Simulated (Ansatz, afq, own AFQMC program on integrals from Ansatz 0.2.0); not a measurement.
## BNH₄, singlet in 6-31G, levels against CCSDT(Q)

```xyz
6

B     0.0000    0.0000    0.6794
N     0.0000    0.0000   -0.5476
H     0.0000    1.0469    1.2598
H     0.0000   -1.0469    1.2598
H     0.0000    0.8414   -1.0988
H     0.0000   -0.8414   -1.0988
```

Connectivity, by distances: BH2–NH2.

Basis 6-31G. Only valence electrons are correlated. Integrals, coupled cluster, full CI and functionals: Ansatz 0.2.0; the random walks run on the same integrals in our own AFQMC program. The CISD trial takes its coefficients from CCSD amplitudes. Released means that phaseless walkers are propagated on without the constraint, phases kept. Uncertainties: one standard error, sampling alone.

Determinant: RHF, the one that the program's search chose, which needn't be the lowest solution. The geometry is a point of a scan.

No full CI on the walks' own integrals is used here; CCSDT(Q) serves as the reference and is uncertain by about the last step of the cluster series.

The T1 diagnostic is 0.0131, the weight of the determinant in the CISD state is 0.921 and the size of the correlated space is 12 electrons in 24 orbitals.

| level | correlation energy (eV) |
| --- | --- |
| MP2 | -4.4194 |
| CCSD | -5.0155 |
| CCSD(T) | -5.1065 |

(1) Estimate where phaseless AFQMC with the Hartree–Fock trial lies against CCSD(T) on the same integrals.

(1) 3.87 ± 1.32 mEh below CCSD(T).

Reference: CCSDT(Q), correlation energy -5.125 eV. The released energy is read at 2.40 1/Eh (meV from the phaseless value at times in 1/Eh: -4 ± 6 at 0.24, -6 ± 6 at 0.51, -7 ± 5 at 0.99, -2 ± 6 at 1.62, 2 ± 7 at 2.40).

```
         level  E − E(reference) (mEh)  share of correlation (%)
       CCSD(T)                    0.67                     99.64
         CCSDT                    0.30                     99.84
   ph-AFQMC/HF            -3.19 ± 1.32                    101.69
 ph-AFQMC/CISD            -0.01 ± 0.20                    100.01
released AFQMC             0.06 ± 0.24                     99.97
```

A walk keeps the symmetry of its determinant, which the program's search chose and which needn't be the lowest solution, so a lower state of the same spin and another symmetry isn't excluded. Released energies are given only where the last usable release times agree within the noise; a slower fall can still hide under it.
